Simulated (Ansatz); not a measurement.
We consider SnSe (Pnma, No. 62), described by r²SCAN+rVV10 (Ansatz, a first-principles code, PAW).

Run with plane-wave cutoff 560 eV, 4×8×8 k mesh (along the axes of the cell as run), Fermi–Dirac smearing 0.01 eV, scalar-relativistic PAW data made under PBE.

Computed at the level's own relaxed cell.

### Question
Predict the band gap, smallest direct gap on the k points sampled and direct gap at Γ.

### Answer

band gap: 0.86 eV
smallest direct gap on the k points sampled: 1.15 eV
direct gap at Γ: 1.40 eV

Measured, for comparison: band gap 0.91 eV (temperature not stated, not corrected to a static lattice, compiled measured gap; kind and temperature not stated; as tabulated in Kothakonda et al. (2022), arXiv:2208.02841).

Spin–orbit coupling is not included.

The computed numbers hold no vibrational or temperature effects.

The result took about 6 core-minutes (a rough figure).
